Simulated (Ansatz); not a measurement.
Re: from a trial structure to a relaxed crystal

Level of theory: DFT PBEsol, scalar-relativistic, plane waves, PAW (Ansatz). Cutoff 420 eV, Γ-centred k mesh, Gaussian smearing, no spin polarisation in the final step.

Re was placed on the simple hexagonal structure type (P6/mmm, No. 191), at a guessed volume.

```xyz
1
Lattice="2.6497 0.0000 0.0000 -1.3248 2.2947 0.0000 0.0000 0.0000 2.4758" Properties=species:S:1:pos:R:3 pbc="T T T"
Re    0.0000    0.0000    0.0000
```

Cell and atoms relax at zero pressure; the relaxation can't lower the symmetry of the start. After a coarse first stage the cell is made exact in the group found at 0.06 Å.

Energies count from the standard state of Re at the same level.

Problem. Which crystal results?

Solution. It keeps P6/mmm (No. 191). The result has the simple hexagonal structure. Conventional cell: a = 2.736 Å, c = 2.440 Å. Re has 2 Re at 2.44 Å and 6 Re at 2.74 Å.

```cif
data_structure
_symmetry_space_group_name_H-M 'P6/mmm'
_symmetry_Int_Tables_number 191
_cell_length_a 2.7365
_cell_length_b 2.7365
_cell_length_c 2.4396
_cell_angle_alpha 90.000
_cell_angle_beta 90.000
_cell_angle_gamma 120.000
_cell_volume 15.82
loop_
_atom_site_label
_atom_site_type_symbol
_atom_site_symmetry_multiplicity
_atom_site_Wyckoff_symbol
_atom_site_fract_x
_atom_site_fract_y
_atom_site_fract_z
_atom_site_occupancy
Re1 Re 1 a 0.00000 0.00000 0.00000 1
```

Problem. What are its volume, energy, density and gap?

Solution. The volume per atom is 15.82 Å³ and the density is 19.54 g/cm³. The energy over the standard structure is 1.10 eV/atom. The gap on the 24×24×22 mesh is 0 eV (a metal).

The final run used a 24×24×22 mesh on its 1-atom cell and 0.10 eV smearing. For metals, differences of a few meV/atom aren't resolved. Spin–orbit coupling is left out. A structure relaxed within its symmetry needn't be a true minimum. The steps took about 28 core-seconds in all.